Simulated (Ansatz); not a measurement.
# BHNSi: the cost of one run

The runs use Ansatz 0.2.0, Gaussian basis; def2-QZVPP, core rule «outside noble gas», up to 7 orbitals frozen.

To be run: UHF; ROHF; CCSD(T) on UHF.

5 further runs of the same task are left out: 1 that didn't finish, 4 set aside as unsound or not needed. Runs told in other sessions of the task aren't counted.

### 1 The system

The geometry is a PBE0/def2-TZVP stationary point (not a proven minimum) of the parent state, kept for this charge and spin.

4 atoms, charge 0, spin multiplicity 6.

Atoms are counted from 1 here; the program's logs count them from 0.

Bond lengths: B1–Si2 1.824 Å, Si2–N3 1.538 Å, N3–H4 0.996 Å. Angles: B1–Si2–N3 173.5°, Si2–N3–H4 161.9°.

### 2 UHF

Input file in.yaml:

```yaml
crystal:
  periodic: [false, false, false]
  atoms:
    - {symbol: B, position_ang: [0.000000, -0.062553, 2.375794]}
    - {symbol: Si, position_ang: [0.000010, 0.013734, 0.552939]}
    - {symbol: N, position_ang: [0.000006, -0.096050, -0.981036]}
    - {symbol: H, position_ang: [-0.000016, 0.144869, -1.947698]}
basis:
  gaussian: {orbitals: "def2-QZVPP.json"}
magnetization: {spin_polarized: true, initial_magnetization: 5}
hamiltonian: {xc: hf}
output: {orbitals: {seedname: orbitals}}
```

On the command line:

```console
$ ansatz run in.yaml --threads 1 --pin off --events-out ev --progress --plain --max-ram 2393MiB
```

**Question.** How long does this run take on 1 thread of Arm Neoverse V2, shared host, and how much memory does it need?

About 50 s, with a peak of 0.49 GiB.
